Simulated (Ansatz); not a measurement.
# H3O2 (doublet): wave-function methods side by side at distance O1–H3 along a hydrogen transfer = 0.960 Å, cc-pVDZ

Aim: climb from Hartree-Fock through coupled cluster and multireference methods for H3O2 (doublet) at one geometry and basis, and see what each rung misses.

Computed with Ansatz 0.2.0, Gaussian basis. Level: cc-pVDZ, core rule «outside noble gas», up to 2 orbitals frozen.

Plan: UHF; CCSD(T) on ROHF; CCSD(T) on UHF; BCCD(T) on ROHF; CISD; CCSDT(Q) on ROHF; CCSDT(Q) on UHF; CASSCF and MRCISD+Q, 3 electrons in 3 orbitals; CASSCF and NEVPT2, 3 electrons in 3 orbitals; CASSCF and NEVPT2, 15 electrons in 11 orbitals.

7 further runs of the same task are left out: 1 for a mislabelled method, 6 that didn't finish.

## (1) The system

The geometry derives from fragments relaxed apart (PBE0/def2-TZVP) and kept rigid, so it is no stationary point. A hydrogen atom is moved between rigid fragments.

5 atoms, charge 0, spin multiplicity 2.

Atoms are counted from 1 here; the program's logs count them from 0.

Bond lengths: O1–H2 0.960 Å, O1–H3 0.960 Å, O4–H5 0.973 Å. Angles: H2–O1–H3 105.1°.

## (2) UHF

The input, in.yaml:

```yaml
crystal:
  periodic: [false, false, false]
  atoms:
    - {symbol: O, position_ang: [-1.243171, 0.000385, 0.000000]}
    - {symbol: H, position_ang: [-1.492480, 0.926961, 0.000000]}
    - {symbol: H, position_ang: [-0.283642, 0.000385, 0.000000]}
    - {symbol: O, position_ang: [1.259829, 0.000385, 0.000000]}
    - {symbol: H, position_ang: [1.511688, -0.939565, 0.000000]}
basis:
  gaussian: {orbitals: cc-pVDZ}
magnetization: {spin_polarized: true, initial_magnetization: 1}
hamiltonian: {xc: hf}
output: {orbitals: {seedname: orbitals}}
```

On the command line:

```
ansatz run in.yaml --threads 1 --pin off --events-out ev --progress --plain --max-ram 2393MiB
```

After this run come: CCSD(T) on ROHF; CCSD(T) on UHF; BCCD(T) on ROHF; CISD; CCSDT(Q) on ROHF; CCSDT(Q) on UHF; CASSCF and MRCISD+Q, 3 electrons in 3 orbitals; CASSCF and NEVPT2, 3 electrons in 3 orbitals; CASSCF and NEVPT2, 15 electrons in 11 orbitals.

Before running them: what should the planned runs give, taken together? Wanted: UCCSDT(Q) below the RHF energy; RMP2 from UCCSDT(Q); UMP2 from UCCSDT(Q); RCCSD from UCCSDT(Q); RCCSD(T) from UCCSDT(Q); UCCSD(T) from UCCSDT(Q); RCCSDT(Q) from UCCSDT(Q); NEVPT2 pair from UCCSDT(Q); NEVPT2 valence from UCCSDT(Q).

**Answer**, as computed:

```
                         quantity                                                   value
   UCCSDT(Q) below the RHF energy                                             -10.5928 eV
              RMP2 from UCCSDT(Q)                                              +817.1 meV
              UMP2 from UCCSDT(Q)                                              +818.2 meV
             RCCSD from UCCSDT(Q)                                              +181.1 meV
          RCCSD(T) from UCCSDT(Q)                                               +32.4 meV
          UCCSD(T) from UCCSDT(Q)                                               +31.7 meV
         RCCSDT(Q) from UCCSDT(Q)                                                +1.0 meV
       NEVPT2 pair from UCCSDT(Q)                                              +744.7 meV
    NEVPT2 valence from UCCSDT(Q)                                             +1269.3 meV
levels within 1 kcal/mol (43 meV)  RCCSD(T), UCCSD(T), BCCD(T), RCCSDT, UCCSDT, RCCSDT(Q)
                    T1 diagnostic                                                   0.012
   effectively unpaired electrons                                                    1.01
```

In words: RCCSD(T) lands +32.4 meV from the yardstick (0.3 % of the correlation energy). One determinant dominates. Of the multireference levels listed NEVPT2 pair comes nearest in total energy (+744.7 meV), which doesn't show that its space is the better one. These misses are within one basis, not against nature; the frozen cores of restricted and unrestricted runs differ, which can shift their rows.
